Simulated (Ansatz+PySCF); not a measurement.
The numbers below are computed, except where a source is named.
Input for Ansatz (development build ahead of 0.2.0):

```yaml
crystal:
  periodic: [false, false, false]
  atoms:
    - { symbol: C, position_ang: [0.06229, 0.56754, 0.0] }
    - { symbol: O, position_ang: [0.06229, -0.55672, 0.0] }
    - { symbol: H, position_ang: [-0.87201, 1.19854, 0.0] }
basis:
  gaussian: { orbitals: cc-pVTZ }
magnetization:
  spin_polarized: true
  initial_magnetization: 1
hamiltonian:
  xc: hf
correlation:
  method: mp2
  frozen_orbitals: { C: 1, H: 0, O: 1 }
output:
  forces: true
```

The input is written out in the form of the current development build from the run's settings.

Results

* Converged: yes
* Reference energy: -113.29215 hartree
* Correlation energy: -0.36148 hartree
* Total energy: -113.65363 hartree
* Spin squared of the determinant: 0.764
* Stability test: minimum
* Occupied orbitals by symmetry in an Abelian subgroup (alpha; beta): 7 A' 1 A''; 6 A' 1 A''

Forces (eV/Å):
```tsv
atom	Fx	Fy	Fz
C1	-0.171	6.478	0.000
O2	0.115	-6.578	0.000
H3	0.056	0.100	0.000
```
